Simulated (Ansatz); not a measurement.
Relaxation of CH4OS2 (8 atoms, charge 0, multiplicity 1), to a largest force component of 0.015 eV/Å in at most 40 steps.

These are results of Ansatz 0.2.0, RKS PBE0/def2-SVP, not measurements.

```xyz
8
Properties=species:S:1:pos:R:3:forces:R:3
O -0.382 1.444 -0.766 -1.54 0.01 -1.58
C 0.048 0.434 0.029 1.74 0.56 0.41
S 1.051 -0.665 -0.968 1.55 -0.83 -0.41
S -1.260 -0.462 0.737 -3.11 -0.16 0.72
H -0.946 1.030 -1.482 0.79 0.76 0.98
H 0.651 0.884 0.835 0.11 0.06 -0.16
H 1.485 -1.452 0.066 -0.17 0.19 -0.46
H -0.555 -1.272 1.493 0.63 -0.60 0.50
```

**Question.** Where does it end, and by what steps?

**Answer.** The run converged. After 19 steps the energy has fallen by 0.473 eV; H8 moved furthest, 1.13 Å.

```
step  energy less start (eV)  largest force component (eV/Å)  accepted
   0                  0.0000                           3.108       yes
   1                 -0.2700                           0.945       yes
   2                 -0.3170                           0.367       yes
   3                 -0.3236                           0.175       yes
   4                 -0.3257                           0.134       yes
   5                 -0.3304                           0.181       yes
   6                 -0.3391                           0.174       yes
   7                 -0.3562                           0.443       yes
   8                 -0.3349                           1.434        no
   9                 -0.3749                           0.289       yes
  10                 -0.3964                           0.268       yes
  11                 -0.4220                           0.620       yes
  12                 -0.4359                           0.244       yes
  13                 -0.3931                           0.572        no
  14                 -0.4659                           0.142       yes
  15                 -0.4632                           0.375        no
  16                 -0.4701                           0.117       yes
  17                 -0.4726                           0.050       yes
  18                 -0.4730                           0.020       yes
  19                 -0.4731                           0.008       yes
```

```xyz
8
Properties=species:S:1:pos:R:3
O -0.524 1.271 -0.828
C 0.174 0.524 0.091
S 1.260 -0.653 -0.821
S -0.847 -0.309 1.365
H -1.096 0.678 -1.332
H 0.796 1.227 0.664
H 1.543 -1.451 0.230
H -1.214 -1.343 0.574
```

Run time: 3.8 min on 1 thread of Intel(R) Xeon(R) Processor @ 2.50GHz (Skylake/Cascade Lake), on a shared host, peak memory 0.17 GiB.
